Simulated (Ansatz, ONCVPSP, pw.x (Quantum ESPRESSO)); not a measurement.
Equation-of-state test of one ONCV potential (La (Z = 57))

```
Element                 : lanthanum (La)
Generator               : ONCVPSP 4.0.1.1 (patched build)
Type                    : optimised norm-conserving Vanderbilt (ONCV)
Functional              : LDA (Perdew-Wang 92)
Relativity              : scalar-relativistic
Frozen core             : [Kr] 4d10
Valence charge          : 11
Reference configuration : 5s2 5p6 5d1 6s2
Partial waves           : 5s+6s: rc 3.00 bohr, ncon 5, nbas 10, qcut 4.1 1/bohr, 2 projectors; 5p: rc 2.40 bohr, ncon 5, nbas 10, qcut 4.9 1/bohr, 1 projector; 5d: rc 4.00 bohr, ncon 4, nbas 9, qcut 4.1 1/bohr, 1 projector; f scattering state at 0.17 Ha: rc 3.10 bohr, ncon 4, nbas 9, qcut 4 1/bohr, 2 projectors, debl 1.8 Ha
Local potential         : polynomial inside 2.15 bohr (lpopt 4, dvloc0 2 Ha)
Core correction         : Teter function fitted to the true core (icmod 2), fcfact 0.6
```

In the f channel the program set the typed energies aside and used -0.169, 1.631 Ha.

Atomic tests: cutoffs needed: 8.8 Ha and 12 Ha (the cutoffs (Ha) at which the residual kinetic energy of the hardest occupied pseudo-wave falls to 1 and 0.1 mHa per electron) The cutoffs count occupied waves only; projector 2 of the f channel, the hardest unoccupied one, needs 47 Ha at the loose tolerance.; ghost test: no bound ghost flagged; no localised positive-energy state flagged; largest excitation error: +30 meV (all-electron minus pseudo) for 5s2 5p6 5d0 6s0, out of 4 test configurations.

Crystal test: diamond La in pw.x 7.5, no spin, 8³ k-points, Fermi–Dirac smearing 0.01 Ry, cutoffs 50/200 Ry. The reference is all-electron LAPW (Ansatz 0.2.0) with the same functional, mesh and smearing; V0 and B0 come from Birch–Murnaghan fits to the pressures at five volumes. Errors are pseudo minus all-electron; Δ is the rms difference of the E(V) curves that follow from these fits, minima aligned, over ±6 % about the mean V0. Mesh and smearing are coarse, so the numbers serve the comparison and aren't converged zero-temperature values; the lattice is a test structure that the element need not adopt.

All-electron: a0 = 6.525 Å (V0 = 34.72 Å³/atom), B0 = 56.8 GPa.

Task: How far does the potential miss the all-electron equation of state?

Result: mean pressure error (GPa): -1.08; a0 (Å): 6.481; a0 error (%): -0.66; B0 error (%): -2.1; Δ (meV/atom): 8.7. The largest radius (4.00 bohr) exceeds half the bond length (2.67 bohr), so the spheres overlap, which is one possible source of error among others. This is a poor potential for the solid.

```
V (Å³/atom)  P all-electron (GPa)  P pseudo (GPa)
     33.084                  3.15            1.69
     33.954                  1.35            0.14
     34.825                 -0.17           -1.21
     35.696                 -1.46           -2.36
     36.566                 -2.53           -3.33
```

Task: At the middle volume, how do free energy and pressure move when the wave cutoff is lowered (ecutrho kept at four times it)?

Result:

| cutoff (Ry) | shift of F (meV/atom) | shift of P (GPa) |
| --- | --- | --- |
| 22 | +63.1 | -0.69 |
| 30 | +33.0 | +0.11 |
| 40 | +15.1 | +0.24 |

The run at the middle volume (29 k-points, 10 iterations) took about 62 s on one core of a shared host (Neoverse-N1, 64 threads, 124 GiB, load 60).
